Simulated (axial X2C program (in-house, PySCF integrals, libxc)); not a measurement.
# What spin–orbit coupling does to HF⁺

Calculated with an in-house relativistic program for diatomic molecules. Spin-free means the one-electron spin-free X2C Hamiltonian; two-component (2c) means X2C with spin–orbit coupling and atomic mean-field two-electron Coulomb and Gaunt terms, so the difference of the two also holds small scalar two-electron terms. Basis: F dyall-av3z [7s6p3d2f], H dyall-v3z [6s2p1d] (cores contracted in-house); Gaussian nuclei, density fitting, unrestricted open shells. Masses: F 18.998 u, H 1.008 u.

Spin-free state: M_S = 1/2, Λ = 1 (beyond evenly filled blocks: π+α, π+β, π-α); fragments F + H+.

```csv
level,Re (Å),ωe (cm⁻¹),De (eV),μ (D)
PBE0,1.008,3049.2,3.450,2.58
HF,0.981,3305.7,3.464,2.60
MP2,1.003,3105.5,3.586,n/a
CCSD,1.002,3121.8,3.632,n/a
CCSD(T),1.005,3092.8,3.635,n/a
r2SCAN,1.012,2999.8,2.946,2.58
```

Correlated methods: 7 electrons correlated (number of frozen shells: F 1 s; H none), 129 virtual spin orbitals or spinors in MP2, 64 natural virtuals in coupled cluster.

Dipoles are positive if H is the positive end and refer to the centre of mass.

(1) Within this multiplet, which Ω should lie lowest by the rule for regular and inverted multiplets?

Two-component determinant lowest at the distance of the search:

Ω = 3/2 (⟨Sz⟩ = 0.50, ⟨Lz⟩ = 1.00 at HF); fragments F + H+.

```tsv
level	Re (Å)	ωe (cm⁻¹)	De (eV)	μ (D)
PBE0	1.008	3049.9	3.470	2.57
HF	0.981	3306.5	3.472	2.60
MP2	1.003	3106.1	3.597	n/a
CCSD	1.002	3122.3	3.641	n/a
CCSD(T)	1.005	3093.3	3.639	n/a
r2SCAN	1.012	3000.4	2.966	2.58
```

(2) From the two tables, how do the constants change at the CCSD(T) level (2c against spin-free)?

The state is one determinant whose occupation by symmetry is held fixed; it was picked as the lowest of a PBE0 search that is not exhaustive. De is counted from the lowest determinant-based energies of the atoms at the same level, without counterpoise correction. Density functionals use the spin component along the axis (collinear). Coupled cluster ran in a truncated set of natural virtual spinors; the MP2 energy of the rest was added. (T) has no such correction and the atoms are truncated less, which lowers De at CCSD(T) by a hundredth of an eV or more. In 2c an atomic determinant is not the ground J level, so De misses part of the atomic spin–orbit lowering. This holds for PBE0, r2SCAN. Without a current term, density functionals place determinants with orbital angular momentum somewhat too high.

Results:

(1) The open π shell holds three electrons, one hole, so the multiplet is inverted: Ω = Λ + 1/2 = 3/2. The PBE0 2c search agrees, though Ω = 1/2 of the search lies only 0.04 eV higher.

(2) At the CCSD(T) level Re is unchanged within 0.001 Å and ωe goes up by 0.5 cm⁻¹; De changes by 0.004 eV.
